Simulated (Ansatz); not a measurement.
This geometry of C₂H₅FO (9 atoms, charge 0, multiplicity 1) is a first-order saddle point.

Theory: RKS B3LYP-D4/def2-SVP (Ansatz 0.2.0).

```xyz
9
Properties=species:S:1:pos:R:3
C 0.181 1.191 -0.002
O -0.230 0.073 0.755
C -0.218 -1.132 0.073
F -0.639 -2.092 0.934
H 0.454 0.925 -1.039
H 1.061 1.663 0.468
H -0.631 1.937 -0.047
H -0.908 -1.114 -0.799
H 0.805 -1.395 -0.275
```

**Question.** Which two structures does it join? (They come from a converged band through this point; their orientation in space is the band's.)

**Answer.** No bond is made or broken. The dihedral H5–C1–O2–C3 goes from -61 to 61°. The two ends are copies of one structure, up to a mirror image or an exchange of like atoms.

First end point:

```xyz
9
Properties=species:S:1:pos:R:3
C 0.291 1.153 0.005
O 0.098 0.007 0.794
C -0.300 -1.101 0.069
F -0.456 -2.131 0.937
H 1.079 1.004 -0.761
H 0.603 1.967 0.673
H -0.638 1.461 -0.516
H -1.270 -0.918 -0.446
H 0.466 -1.384 -0.687
```

Last end point:

```xyz
9
Properties=species:S:1:pos:R:3
C 0.116 1.185 -0.044
O -0.500 0.115 0.625
C -0.176 -1.124 0.103
F -0.836 -2.062 0.826
H -0.177 1.233 -1.112
H 1.223 1.123 0.004
H -0.204 2.113 0.449
H -0.489 -1.208 -0.961
H 0.917 -1.319 0.178
```

**Question.** How far does it lie above each of them?

**Answer.** 10.5 kJ/mol above the first and 10.5 kJ/mol above the second. This is the barrier of this one path; another mechanism may lie lower.

Time of the run: 2.4 min on 1 thread of Intel(R) Xeon(R) Processor @ 2.70GHz, on a shared host, peak memory 0.16 GiB.
